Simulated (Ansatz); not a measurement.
# AlNH (doublet): geometry optimisation

Aim: relax a generated start of AlNH (doublet) and see which bonds hold.

Program: Ansatz 0.2.0, Gaussian basis. Level of theory: UKS PBE0/def2-TZVP. These are calculated values, not measurements.

**1. Where the work starts**

3 atoms, charge 0, spin multiplicity 2.

Atoms are counted from 1 here; the program's logs count them from 0.

Bond lengths: Al1–N2 1.690 Å, Al1–H3 1.563 Å. Angles: N2–Al1–H3 180.0°.

As a file:

| atom | x (Å) | y (Å) | z (Å) |
| --- | --- | --- | --- |
| Al1 | 0.0000 | 0.0000 | -0.0423 |
| N2 | 0.0000 | 0.0000 | 1.6478 |
| H3 | 0.0000 | 0.0000 | -1.6055 |

The start was built by rule and, where that kept it together, relaxed with GFN2-xTB. Sticks and bond lists go by distance. 

**2. The run**

in.yaml

```yaml
crystal:
  periodic: [false, false, false]
  atoms:
    - {symbol: Al, position_ang: [0.000000, 0.000000, -0.042291]}
    - {symbol: N, position_ang: [0.000000, 0.000000, 1.647779]}
    - {symbol: H, position_ang: [0.000000, 0.000000, -1.605488]}
basis:
  gaussian: {orbitals: def2-TZVP}
magnetization: {spin_polarized: true, initial_magnetization: 1}
hamiltonian: {xc: pbe0}
relax: {f_tol: 0.004, max_steps: 80}
```

Run with:

```bash
ansatz run in.yaml --threads 1 --pin off --events-out ev --progress --plain --max-ram 1740MiB
```

**Question.** What will these runs give? Wanted: energy gained; shift from the start; total energy; dipole moment; ⟨S²⟩.

**Answer**, as computed:

| quantity | value |
| --- | --- |
| steps | 4 |
| energy gained | 0.030 eV |
| shift from the start (rms) | 0.025 Å |
| total energy | -8094.9594 eV |
| dipole moment | 4.15 D |
| ⟨S²⟩ | 0.766 |

**Reading.** The bonds of the start are those of the end. Al1–N2 went from 1.690 to 1.733 Å. No vibrations were run, so this is a stationary point, not a proven minimum, and this spin need not be the ground state's.
